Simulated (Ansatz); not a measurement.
Species: CH$_{3}$O (charge 0, doublet). It need not be the lowest isomer of its formula. 
Coordinates optimised at B3LYP-D3(BJ)/def2-TZVP (Ansatz, an electronic-structure program):
```xyz
5

C      0.0422    -0.5697     0.0421
O     -0.0449     0.7878    -0.0350
H      1.0743    -0.9437    -0.0130
H     -0.4948    -0.9923     0.9030
H     -0.4741    -0.9483    -0.8625
```
Charge 0, spin multiplicity 2.

Basis-set convergence of Hartree-Fock and CCSD(T) correlation energies (hartree) with Ansatz. Cores are frozen in the correlated levels unless marked. UHF or UKS for open shells. Spin-orbit coupling is left out. No relativistic terms.

```csv
basis,functions,E(HF),"E(corr, CCSD(T))"
def2-SVP,43,-114.33182,-0.32397
def2-TZVPP,104,[?],[?]
```

**Question.** Fill in the missing entries.

**Answer.** 
- def2-TZVPP, E(HF): -114.47086
- def2-TZVPP, E(corr, CCSD(T)): -0.40790
